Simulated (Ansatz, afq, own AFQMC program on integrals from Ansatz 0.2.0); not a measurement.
# BH₄, doublet: AFQMC among the cluster methods

```yaml
atoms:
  - { symbol: H, position_ang: [-2.2463, 0.0000, 0.0000] }
  - { symbol: H, position_ang: [-0.9953, 0.0000, 0.0000] }
  - { symbol: B, position_ang: [0.1747, 0.0000, 0.0000] }
  - { symbol: H, position_ang: [0.6838, 0.0000, 1.0770] }
  - { symbol: H, position_ang: [0.6838, 0.0000, -1.0770] }
```

Basis cc-pVTZ. Noble-gas cores (and the filled d shells of Ga–Kr and In–Xe) are frozen. AFQMC by an in-house program on the Cholesky factors that Ansatz 0.2.0 writes for its CCSD(T) run. The CISD trial takes its coefficients from CCSD amplitudes. Released means that phaseless walkers are propagated on without the constraint, phases kept. Uncertainties: one standard error, sampling alone.

Determinant: UHF, the one that the program's search chose, which needn't be the lowest solution. The geometry is a point of a scan.

No full CI on the walks' own integrals is used here; CCSDT(Q) serves as the reference and is uncertain by about the last step of the cluster series.

The T1 diagnostic is 0.0103, the weight of the determinant in the CISD state is 0.935 and the ⟨S²⟩ of the determinant is 0.757. The size of the correlated space is 7 electrons in 85 orbitals.

Reference: CCSDT(Q), correlation energy -4.001 eV. The released energy is read at 2.40 1/Eh (meV from the phaseless value at times in 1/Eh: -1.0 ± 1.6 at 0.24, -3.3 ± 1.3 at 0.51, -1.9 ± 1.2 at 0.99, -0.9 ± 1.7 at 1.62, 0.7 ± 1.9 at 2.40).

```
         level  E − E(reference) (kcal/mol)  share of correlation (%)
            HF                        92.27                      0.00
           MP2                        17.08                     81.49
          CCSD                         2.21                     97.60
       CCSD(T)                         0.36                     99.61
         CCSDT                         0.04                     99.96
 ph-AFQMC/CISD                  0.03 ± 0.04                     99.97
released AFQMC                  0.05 ± 0.04                     99.95
```

A walk keeps the symmetry of its determinant, which the program's search chose and which needn't be the lowest solution, so a lower state of the same spin and another symmetry isn't excluded. Released energies are given only where the last usable release times agree within the noise; a slower fall can still hide under it.
